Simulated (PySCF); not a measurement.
C₅H₁₀N (doublet state).
Structure used (GFN2-xTB), in Å, numbered top down from 1:
```
atom  x, y, z in Å
C1     2.9808   -0.2842    0.1780
C2     2.0453    0.5947    0.0221
C3     0.6034    0.7824    0.0600
C4    -0.1609   -0.4973    0.4635
C5    -1.6545   -0.2468    0.6657
N6    -2.3109    0.0411   -0.5998
H7     4.0262   -0.0354    0.0633
H8     2.8008   -1.3325    0.4317
H9     0.3677    1.5785    0.7751
H10    0.2666    1.1074   -0.9288
H11   -0.0288   -1.2502   -0.3131
H12    0.2613   -0.8783    1.3948
H13   -2.1096   -1.1586    1.0648
H14   -1.7883    0.5511    1.4181
H15   -1.9925    0.9305   -0.9694
H16   -3.3142    0.1065   -0.4701
```

The hyperfine couplings belong to this conformer and change with its torsions.

Identity: `C=[C]CCCN` [radical].

The calculation used UKS B3LYP, pcH-1 on C H N, non-relativistic, mean-field spin-orbit, GIAO in PySCF 2.14.0. Isolated species at its GFN2-xTB geometry (one conformer only). A GFN2-xTB geometry isn't a minimum of the functional, and hyperfine couplings can be far from their values at a DFT geometry. Stability of the SCF solution: not tested.

(1) Give the principal g shifts and their parts.

(2) At 9.301 GHz, how far is the centre of the isotropic spectrum from where a free electron (g = 2.002319) resonates?

(3) What are the electron Larmor frequencies g μB B/h along the three axes at 330 mT?

(4) How much does each term add to the isotropic shift?

(5) In a frozen sample, at which fields do the three g values resonate at 9.5, 34, 94 and 263 GHz (hyperfine left aside), and which band first spreads them over more than twice a line width of 0.3 mT?

## Answers

(1) 
```tsv
Δg (ppm)	1	2	3
relativistic mass correction	-153	-153	-153
gauge correction	33	8	-7
orbital Zeeman/spin–orbit	-710	-50	786
total	-830	-195	626
```

So g = 2.00149, 2.00212, 2.00295 and g_iso = 2.00219; the tensor is rhombic: the two nearest values differ by 44 % of g3 − g1. Axes: g2 points within 14° of the C1–H8 bond.

(2) B = hν/(g μB) with μB/h = 13.99624 MHz/mT gives 331.88 mT for the free electron and 331.90 mT at g_iso, 0.02 mT higher.

(3) 9.2444, 9.2473, 9.2511 GHz for g1, g2 and g3, a range of 6.7 MHz.

(4) The mass correction -153, the gauge correction 11 and the orbital-Zeeman/spin–orbit term 9 ppm, for a total of -133 ppm. The mass correction is the largest in size. The mass correction is the same along every axis, so the anisotropy comes from the other two: their spans along these axes are 40 (gauge) and 1496 ppm (orbital Zeeman/spin–orbit).

(5) 
```
band    GHz  B(g3) mT  B(g2) mT  B(g1) mT  spread mT
   X    9.5    338.88    339.02    339.12       0.25
   Q   34.0   1212.83   1213.32   1213.71       0.88
   W   94.0   3353.11   3354.48   3355.54       2.44
   J  263.0   9381.56   9385.41   9388.39       6.83
```

The spread grows in proportion to the frequency. Q band is the first where it exceeds 0.6 mT.

Largest spin populations (Mulliken): C2 (+0.99), C1 (-0.16), H8 (+0.09) and C4 (+0.06). No atom but C2 exceeds +0.15.

The HOMO–LUMO gaps are 6.17 eV among the α and 4.93 eV among the β orbitals.
